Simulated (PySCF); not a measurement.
C4H3FO.
SMILES with atom numbers: `[F:1][c:2]1[cH:3][cH:4][o:5][cH:6]1` (hydrogens: H7 on C3; H8 on C4; H9 on C6)

Computed by this run: PBE0-D3(BJ)/def2-SVP geometry optimisation, gas phase in PySCF; density fitting, grid level 1; the optimiser is geomeTRIC in internal coordinates, started from a GFN2-xTB structure with every atom displaced at random (about 0.01 Å).

Step 2: E = -8943.1673 eV
```
atom  x, y, z in Å  |  force x, y, z in eV/Å
F1      2.0391    0.5074   -0.9637    0.177   0.299   0.622
C2      0.9474    0.1811   -0.2912   -0.945  -0.686  -0.580
C3     -0.1818    1.0071   -0.0018   -0.008   0.400  -0.398
C4     -1.1894    0.1552    0.3515    0.405   0.195   0.514
O5     -0.7429   -1.1110    0.3770    0.239   0.076  -0.079
C6      0.5439   -1.0997   -0.0322    0.175  -0.333   0.160
H7     -0.2361    2.0880   -0.1015   -0.052   0.040  -0.031
H8     -2.2092    0.3135    0.6911   -0.032   0.036  -0.060
H9      1.0491   -2.0593   -0.0652    0.040  -0.027  -0.150
```

Step 3: E = -8943.2535 eV
```
atom  x, y, z in Å  |  force x, y, z in eV/Å
F1      2.0492    0.5352   -0.8750    0.117   0.064   0.342
C2      0.9139    0.1632   -0.3028   -0.004  -0.134  -0.803
C3     -0.1991    1.0240   -0.0458    0.356  -0.440   0.013
C4     -1.1657    0.1616    0.3688   -0.474  -0.019   0.393
O5     -0.7394   -1.1137    0.3772   -0.096   0.149   0.075
C6      0.5368   -1.1298   -0.0562    0.155   0.416   0.179
H7     -0.2500    2.1059   -0.1502   -0.005  -0.075  -0.005
H8     -2.1773    0.3217    0.7357   -0.025  -0.008  -0.089
H9      1.0518   -2.0858   -0.0878   -0.023   0.047  -0.105
```

**Question.** Estimate the geometry and energy of step 4. (The exact step hangs on the optimiser's Hessian estimate; all steps are aligned on step 3, rigid shifts and turns removed.)

**Answer.** E = -8943.2753 eV, largest force 0.786 eV/Å
```
atom  x, y, z in Å  |  force x, y, z in eV/Å
F1      2.0684    0.5720   -0.8117    0.085  -0.129  -0.001
C2      0.9070    0.1471   -0.3469    0.073   0.320  -0.248
C3     -0.2005    0.9936   -0.0697   -0.180   0.407   0.141
C4     -1.1840    0.1717    0.3950    0.715  -0.273  -0.182
O5     -0.7293   -1.0958    0.3947   -0.398  -0.569   0.121
C6      0.5399   -1.1336   -0.0725   -0.263   0.299   0.275
H7     -0.2415    2.0740   -0.1763    0.038   0.038  -0.047
H8     -2.1932    0.3424    0.7614    0.010  -0.073  -0.041
H9      1.0535   -2.0890   -0.1100   -0.078  -0.021  -0.017
```

The energy changes by -0.0219 eV. The first-order estimate −F·Δx gives -0.0968 eV and the mean of the old and new forces, exact on a quadratic surface, -0.0211 eV. The step makes an angle of 54° with the force vector and moves no atom by more than 0.076 Å.

The cost below is that of the whole optimisation. On Arm Neoverse V1, one thread, no GPU, shared host with 32 logical CPUs at a one-minute load of 16, this took 32 s wall and 0.46 GiB of memory at its peak.
